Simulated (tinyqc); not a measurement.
Inside a calculation. Method: MP2 on RHF in the sto-3g basis, frozen core, for OH-, spin multiplicity 1. The basis has no diffuse functions, so it cannot describe the extra electron: this is an exercise in the method, not the real anion. Computed by tinyqc, a small Python program that keeps every step (integrals from PySCF). Settings: charge = -1, multiplicity = 1, basis = sto-3g, method = RHF, frozen orbitals = 1, energy threshold = 1e-10, iteration cap = 67, orthogonalisation = symmetric, start = Wolfsberg-Helmholz matrix, DIIS depth = 6. Command: `OMP_NUM_THREADS=1 python tinyqc.py 20129 20130 out.jsonl` (the two numbers bound the seeds that draw the settings). One thread of a shared host (Intel(R) Xeon(R) Processor @ 2.60GHz), about 0.2 s of CPU time with the checks. Later iterations appear only in the table of the cycle.

## One-electron integrals

Geometry (angstrom):
```
atom        x        y        z
O     0.00000  0.00000  0.00000
H     0.00000  0.00000  1.41000
```

Basis sto-3g: exponents (1/bohr^2) and contraction coefficients of normalised primitives:
```
element  l (shell)   exponent  coefficient
O            s (1)  130.70932      0.15433
O            s (1)   23.80886      0.53533
O            s (1)    6.44361      0.44463
O            s (2)    5.03315     -0.09997
O            s (2)    1.16960      0.39951
O            s (2)    0.38039      0.70012
O            p (3)    5.03315      0.15592
O            p (3)    1.16960      0.60768
O            p (3)    0.38039      0.39196
H            s (1)    3.42525      0.15433
H            s (1)    0.62391      0.53533
H            s (1)    0.16886      0.44463
```

Overlap, kinetic and nuclear-attraction integrals over the contracted functions; the nuclear repulsion is the sum of Za Zb / Rab.

nuclear repulsion = 3.0024239 hartree

overlap S, order 1O 1s, 1O 2s, 1O 2px, 1O 2py, 1O 2pz, 2H 1s:
```
[[1.00000, 0.23670, 0.00000, 0.00000, 0.00000, 0.01876],
 [0.23670, 1.00000, 0.00000, 0.00000, 0.00000, 0.23306],
 [0.00000, 0.00000, 1.00000, 0.00000, 0.00000, 0.00000],
 [0.00000, 0.00000, 0.00000, 1.00000, 0.00000, 0.00000],
 [0.00000, 0.00000, 0.00000, 0.00000, 1.00000, 0.22640],
 [0.01876, 0.23306, 0.00000, 0.00000, 0.22640, 1.00000]]
```

kinetic energy T (hartree), order 1O 1s, 1O 2s, 1O 2px, 1O 2py, 1O 2pz, 2H 1s:
```
[[29.00320, -0.16801, 0.00000, 0.00000, 0.00000, -0.00594],
 [-0.16801, 0.80813, 0.00000, 0.00000, 0.00000, 0.00264],
 [0.00000, 0.00000, 2.52873, 0.00000, 0.00000, 0.00000],
 [0.00000, 0.00000, 0.00000, 2.52873, 0.00000, 0.00000],
 [0.00000, 0.00000, 0.00000, 0.00000, 2.52873, 0.05672],
 [-0.00594, 0.00264, 0.00000, 0.00000, 0.05672, 0.76003]]
```

nuclear attraction V (hartree), order 1O 1s, 1O 2s, 1O 2px, 1O 2py, 1O 2pz, 2H 1s:
```
[[-60.99376, -7.27192, 0.00000, 0.00000, -0.00715, -0.58934],
 [-7.27192, -9.42703, 0.00000, 0.00000, -0.08991, -1.54867],
 [0.00000, 0.00000, -9.33906, 0.00000, 0.00000, 0.00000],
 [0.00000, 0.00000, 0.00000, -9.33906, 0.00000, 0.00000],
 [-0.00715, -0.08991, 0.00000, 0.00000, -9.38528, -1.30253],
 [-0.58934, -1.54867, 0.00000, 0.00000, -1.30253, -4.21124]]
```

core Hamiltonian H = T + V (hartree), order 1O 1s, 1O 2s, 1O 2px, 1O 2py, 1O 2pz, 2H 1s:
```
[[-31.99056, -7.43993, 0.00000, 0.00000, -0.00715, -0.59528],
 [-7.43993, -8.61891, 0.00000, 0.00000, -0.08991, -1.54603],
 [0.00000, 0.00000, -6.81033, 0.00000, 0.00000, 0.00000],
 [0.00000, 0.00000, 0.00000, -6.81033, 0.00000, 0.00000],
 [-0.00715, -0.08991, 0.00000, 0.00000, -6.85655, -1.24582],
 [-0.59528, -1.54603, 0.00000, 0.00000, -1.24582, -3.45120]]
```

## Two-electron integrals

Functions are numbered as in S; the eight-fold symmetry (ij|kl) = (ji|kl) = (kl|ij) leaves the list below.

Two-electron integrals (ij|kl) in chemists' order, unique and non-zero (hartree):
```
(11|11) 4.78507   (21|11) 0.74138   (21|21) 0.13687   (22|11) 1.11895
(22|21) 0.25663   (22|22) 0.81721   (31|31) 0.02448   (32|31) 0.03781
(32|32) 0.18052   (33|11) 1.11581   (33|21) 0.25668   (33|22) 0.81702
(33|33) 0.88016   (41|41) 0.02448   (42|41) 0.03781   (42|42) 0.18052
(43|43) 0.04744   (44|11) 1.11581   (44|21) 0.25668   (44|22) 0.81702
(44|33) 0.78527   (44|44) 0.88016   (51|51) 0.02448   (52|51) 0.03781
(52|52) 0.18052   (53|53) 0.04744   (54|54) 0.04744   (55|11) 1.11581
(55|21) 0.25668   (55|22) 0.81702   (55|33) 0.78527   (55|44) 0.78527
(55|55) 0.88016   (61|11) 0.05939   (61|21) 0.01088   (61|22) 0.02032
(61|33) 0.02029   (61|44) 0.02029   (61|51) 0.00046   (61|52) 0.00088
(61|55) 0.02040   (61|61) 0.00088   (62|11) 0.17424   (62|21) 0.04059
(62|22) 0.14713   (62|33) 0.14451   (62|44) 0.14451   (62|51) 0.00299
(62|52) 0.02494   (62|55) 0.15223   (62|61) 0.00329   (62|62) 0.03571
(63|31) 0.00386   (63|32) 0.02386   (63|53) 0.00490   (63|63) 0.00460
(64|41) 0.00386   (64|42) 0.02386   (64|54) 0.00490   (64|64) 0.00460
(65|11) 0.13911   (65|21) 0.03279   (65|22) 0.12705   (65|33) 0.12167
(65|44) 0.12167   (65|51) 0.00590   (65|52) 0.04351   (65|55) 0.13768
(65|61) 0.00275   (65|62) 0.03761   (65|65) 0.04382   (66|11) 0.37299
(66|21) 0.08823   (66|22) 0.36867   (66|33) 0.35656   (66|44) 0.35656
(66|51) 0.00683   (66|52) 0.08140   (66|55) 0.39258   (66|61) 0.00718
(66|62) 0.12394   (66|65) 0.14987   (66|66) 0.77461
```

## Orthogonalisation

S = U s U^T; symmetric (Loewdin) form X = U s^(-1/2) U^T, so that X^T S X = 1.

eigenvalues of S: [0.63250, 0.84865, 1.00000, 1.00000, 1.13424, 1.38460]

X, order 1O 1s, 1O 2s, 1O 2px, 1O 2py, 1O 2pz, 2H 1s:
```
[[1.02230, -0.12551, 0.00000, 0.00000, -0.00266, 0.01298],
 [-0.12551, 1.04521, 0.00000, 0.00000, 0.02204, -0.12779],
 [0.00000, 0.00000, 1.00000, 0.00000, 0.00000, 0.00000],
 [0.00000, 0.00000, 0.00000, 1.00000, 0.00000, 0.00000],
 [-0.00266, 0.02204, 0.00000, 0.00000, 1.02086, -0.12143],
 [0.01298, -0.12779, 0.00000, 0.00000, -0.12143, 1.04333]]
```

## Starting guess

The start is the generalised Wolfsberg-Helmholz matrix (K = 1.75) built on H; D = 2 C_occ C_occ^T.

D at the start, order 1O 1s, 1O 2s, 1O 2px, 1O 2py, 1O 2pz, 2H 1s:
```
[[2.10387, -0.44029, 0.00000, 0.00000, 0.04578, -0.11102],
 [-0.44029, 1.87880, 0.00000, 0.00000, -0.17253, 0.34988],
 [0.00000, 0.00000, 2.00000, 0.00000, 0.00000, 0.00000],
 [0.00000, 0.00000, 0.00000, 2.00000, 0.00000, 0.00000],
 [0.04578, -0.17253, 0.00000, 0.00000, 1.87988, 0.20272],
 [-0.11102, 0.34988, 0.00000, 0.00000, 0.20272, 0.09519]]
```

## Iteration 1: building the Fock matrix

J_ij = sum D_kl (ij|kl), K_ij = sum D_kl (ik|jl); F = H + J - 0.5 K; E = tr D H + tr D J / 2 - 0.25 tr D K + E_nn.

Coulomb J (hartree), order 1O 1s, 1O 2s, 1O 2px, 1O 2py, 1O 2pz, 2H 1s:
```
[[18.27807, 3.47835, 0.00000, 0.00000, -0.00578, 0.27670],
 [3.47835, 8.65254, 0.00000, 0.00000, -0.01619, 1.51444],
 [0.00000, 0.00000, 8.64347, 0.00000, 0.00000, 0.00000],
 [0.00000, 0.00000, 0.00000, 8.64347, 0.00000, 0.00000],
 [-0.00578, -0.01619, 0.00000, 0.00000, 8.64737, 1.29125],
 [0.27670, 1.51444, 0.00000, 0.00000, 1.29125, 3.75609]]
```

exchange K (hartree), order 1O 1s, 1O 2s, 1O 2px, 1O 2py, 1O 2pz, 2H 1s:
```
[[9.81009, 1.71317, 0.00000, 0.00000, 0.00327, 0.13961],
 [1.71317, 2.76622, 0.00000, 0.00000, -0.06616, 0.59230],
 [0.00000, 0.00000, 2.32002, 0.00000, 0.00000, 0.00000],
 [0.00000, 0.00000, 0.00000, 2.32002, 0.00000, 0.00000],
 [0.00327, -0.06616, 0.00000, 0.00000, 2.29085, 0.43529],
 [0.13961, 0.59230, 0.00000, 0.00000, 0.43529, 0.37373]]
```

Fock matrix F (hartree), order 1O 1s, 1O 2s, 1O 2px, 1O 2py, 1O 2pz, 2H 1s:
```
[[-18.61753, -4.81816, 0.00000, 0.00000, -0.01456, -0.38839],
 [-4.81816, -1.34948, 0.00000, 0.00000, -0.07301, -0.32774],
 [0.00000, 0.00000, 0.67313, 0.00000, 0.00000, 0.00000],
 [0.00000, 0.00000, 0.00000, 0.67313, 0.00000, 0.00000],
 [-0.01456, -0.07301, 0.00000, 0.00000, 0.64540, -0.17222],
 [-0.38839, -0.32774, 0.00000, 0.00000, -0.17222, 0.11803]]
```

total energy of this density = -73.2790445 hartree

## Iteration 1: diagonalisation and new density

Diagonalise F' = X^T F X, C = X C', fill 5 alpha and 5 beta electrons from the bottom; D = 2 C_occ C_occ^T. Each column has its largest component positive (the first on a tie).

F' = X^T F X (hartree):
```
[[-18.25103, -2.61696, 0.00000, 0.00000, -0.02283, 0.00089],
 [-2.61696, -0.42838, 0.00000, 0.00000, -0.01091, -0.25818],
 [0.00000, 0.00000, 0.67313, 0.00000, 0.00000, 0.00000],
 [0.00000, 0.00000, 0.00000, 0.67313, 0.00000, 0.00000],
 [-0.02283, -0.01091, 0.00000, 0.00000, 0.71512, -0.28091],
 [0.00089, -0.25818, 0.00000, 0.00000, -0.28091, 0.24709]]
```

orbital energies (hartree): [-18.62744, -0.22398, 0.27516, 0.67313, 0.67313, 0.85906]

coefficients C, order 1O 1s, 1O 2s, 1O 2px, 1O 2py, 1O 2pz, 2H 1s:
```
[[0.99404, -0.21585, 0.15697, 0.00000, 0.00000, -0.04100],
 [0.02435, 0.79699, -0.66894, 0.00000, 0.00000, 0.20437],
 [0.00000, 0.00000, 0.00000, 0.99184, 0.12748, 0.00000],
 [0.00000, 0.00000, 0.00000, -0.12748, 0.99184, 0.00000],
 [0.00158, 0.12540, 0.35053, 0.00000, 0.00000, 0.95854],
 [-0.00349, 0.44418, 0.75193, 0.00000, 0.00000, -0.59756]]
```

D after iteration 1, order 1O 1s, 1O 2s, 1O 2px, 1O 2py, 1O 2pz, 2H 1s:
```
[[2.11868, -0.50566, 0.00000, 0.00000, 0.05904, 0.03736],
 [-0.50566, 2.16653, 0.00000, 0.00000, -0.26901, -0.29814],
 [0.00000, 0.00000, 2.00000, 0.00000, 0.00000, 0.00000],
 [0.00000, 0.00000, 0.00000, 2.00000, 0.00000, 0.00000],
 [0.05904, -0.26901, 0.00000, 0.00000, 0.27721, 0.63854],
 [0.03736, -0.29814, 0.00000, 0.00000, 0.63854, 1.52541]]
```

Within a degenerate level the vectors are fixed only up to a rotation; this is one choice.

## Iteration 7 (converged): orbitals

converged F (hartree), order 1O 1s, 1O 2s, 1O 2px, 1O 2py, 1O 2pz, 2H 1s:
```
[[-19.54814, -5.00400, 0.00000, 0.00000, -0.01225, -0.40598],
 [-5.00400, -1.83605, 0.00000, 0.00000, 0.02926, -0.34132],
 [0.00000, 0.00000, 0.15230, 0.00000, 0.00000, 0.00000],
 [0.00000, 0.00000, 0.00000, 0.15230, 0.00000, 0.00000],
 [-0.01225, 0.02926, 0.00000, 0.00000, 0.56493, -0.22826],
 [-0.40598, -0.34132, 0.00000, 0.00000, -0.22826, 0.13478]]
```

As before.

F' = X^T F X (hartree):
```
[[-19.18393, -2.63387, 0.00000, 0.00000, -0.03250, -0.00990],
 [-2.63387, -0.91753, 0.00000, 0.00000, 0.09488, -0.22728],
 [0.00000, 0.00000, 0.15230, 0.00000, 0.00000, 0.00000],
 [0.00000, 0.00000, 0.00000, 0.15230, 0.00000, 0.00000],
 [-0.03250, 0.09488, 0.00000, 0.00000, 0.64983, -0.34632],
 [-0.00990, -0.22728, 0.00000, 0.00000, -0.34632, 0.27717]]
```

orbital energies (hartree): [-19.55623, -0.60231, 0.09906, 0.15230, 0.15230, 0.88502]

coefficients C, order 1O 1s, 1O 2s, 1O 2px, 1O 2py, 1O 2pz, 2H 1s:
```
[[0.99470, -0.25663, 0.05999, 0.00000, 0.00000, -0.04630],
 [0.02175, 0.98960, -0.30105, 0.00000, 0.00000, 0.23369],
 [0.00000, 0.00000, 0.00000, 0.96766, -0.25225, 0.00000],
 [0.00000, 0.00000, 0.00000, 0.25225, 0.96766, 0.00000],
 [0.00119, -0.01725, 0.45509, 0.00000, 0.00000, 0.92195],
 [-0.00294, 0.13022, 0.80765, 0.00000, 0.00000, -0.67121]]
```

D after iteration 7, order 1O 1s, 1O 2s, 1O 2px, 1O 2py, 1O 2pz, 2H 1s:
```
[[2.11775, -0.50078, 0.00000, 0.00000, 0.06581, 0.02421],
 [-0.50078, 2.14085, 0.00000, 0.00000, -0.30810, -0.22868],
 [0.00000, 0.00000, 2.00000, 0.00000, 0.00000, 0.00000],
 [0.00000, 0.00000, 0.00000, 2.00000, 0.00000, 0.00000],
 [0.06581, -0.30810, 0.00000, 0.00000, 0.41482, 0.73061],
 [0.02421, -0.22868, 0.00000, 0.00000, 0.73061, 1.33853]]
```

Within a degenerate level the vectors are fixed only up to a rotation; this is one choice.

## Convergence

Stop when the energy changes by less than 1e-10 hartree and every element of the error matrix X^T (F D S - S D F) X is below 3e-06.

Course of the cycle:
```
iteration  E (hartree)     change  largest element of the error matrix
1          -73.2790445          -                             6.14e-01
2          -74.0113052  -7.32e-01                             1.24e-01
3          -74.0226664  -1.14e-02                             2.01e-02
4          -74.0229528  -2.86e-04                             6.71e-04
5          -74.0229532  -3.97e-07                             2.67e-05
6          -74.0229532  -8.20e-10                             3.34e-06
7          -74.0229532  -7.30e-12                             2.24e-09
```

PySCF RHF in the same basis = -74.0229532 hartree

Converged in 7 iterations.

## Populations, bond orders and dipole

Mulliken: Z minus the diagonal of D S on the atom; Loewdin: the same with S^(1/2) D S^(1/2); Mayer order: 2 sum_s sum (D(s) S)_ij (D(s) S)_ji over the two atoms.

Charges (e):
```
atom  Mulliken   Loewdin
1O    -0.54891  -0.55890
2H    -0.45109  -0.44110
```

Mayer bond orders:
```
pair    order
2-1   0.79651
```

dipole moment about the origin, x y z (debye): [0.00000, 0.00000, -2.50503]

## Integrals over molecular orbitals

(pq|rs) = sum C_ip C_jq C_kr C_ls (ij|kl), one index at a time.

one-electron integrals over orbitals h = C^T H C (hartree):
```
[[-31.97435, 0.62254, -0.13994, 0.00000, 0.00000, 0.11014],
 [0.62254, -7.17923, 0.58173, 0.00000, 0.00000, -0.53859],
 [-0.13994, 0.58173, -4.49626, 0.00000, 0.00000, -1.60861],
 [0.00000, 0.00000, 0.00000, -6.81033, 0.00000, 0.00000],
 [0.00000, 0.00000, 0.00000, 0.00000, -6.81033, 0.00000],
 [0.11014, -0.53859, -1.60861, 0.00000, 0.00000, -5.80934]]
```

Two-electron integrals over orbitals (pq|rs), unique and non-zero (hartree); the lowest 1 orbital is frozen and left out:
```
(22|22) 0.76047    (32|22) -0.07078   (32|32) 0.08999    (33|22) 0.50321
(33|32) 0.03775    (33|33) 0.60969    (42|42) 0.16515    (43|42) -0.03129
(43|43) 0.02029    (44|22) 0.78486    (44|32) -0.08288   (44|33) 0.48515
(44|44) 0.88016    (52|52) 0.16515    (53|52) -0.03129   (53|53) 0.02029
(54|54) 0.04744    (55|22) 0.78486    (55|32) -0.08288   (55|33) 0.48515
(55|44) 0.78527    (55|55) 0.88016    (62|22) 0.05277    (62|32) 0.06479
(62|33) 0.00584    (62|44) 0.05919    (62|55) 0.05919    (62|62) 0.11827
(63|22) 0.18253    (63|32) -0.08682   (63|33) -0.05237   (63|44) 0.19111
(63|55) 0.19111    (63|62) 0.00725    (63|63) 0.18711    (64|42) 0.02305
(64|43) 0.01688    (64|64) 0.03818    (65|52) 0.02305    (65|53) 0.01688
(65|65) 0.03818    (66|22) 0.68023    (66|32) -0.01006   (66|33) 0.57156
(66|44) 0.67491    (66|55) 0.67491    (66|62) 0.06576    (66|63) 0.10141
(66|66) 0.70188
```

## Second-order Moller-Plesset energy

Hartree-Fock energy = -74.0229532 hartree

E2 = sum_ijab (ia|jb) [2 (ia|jb) - (ib|ja)] / (e_i + e_j - e_a - e_b) over occupied i, j and virtual a, b; the opposite-spin part is (ia|jb)^2 / denominator, the rest is same-spin, and SCS-MP2 scales them by 6/5 and 1/3.

Terms:
```
i  j  a  b  (ia|jb)  (ib|ja)  denominator       term
3  3  6  6  0.18711  0.18711     -1.57191   -0.02227
2  2  6  6  0.11827  0.11827     -2.97465   -0.00470
5  5  6  6  0.03818  0.03818     -1.46545   -0.00099
4  4  6  6  0.03818  0.03818     -1.46545   -0.00099
3  2  6  6  0.00725  0.00725     -2.27328  -2.31e-05
2  3  6  6  0.00725  0.00725     -2.27328  -2.31e-05
```

Pair energies (hartree; pair i-j sums ij and ji):
```
pair  opposite spin  same spin
2-2        -0.00470    0.00000
3-2       -4.63e-05    0.00000
3-3        -0.02227    0.00000
4-4        -0.00099    0.00000
5-5        -0.00099    0.00000
```

MP2 correlation energy = -0.0290112 hartree

SCS-MP2 correlation energy = -0.0348134 hartree

MP2 total energy = -74.0519644 hartree
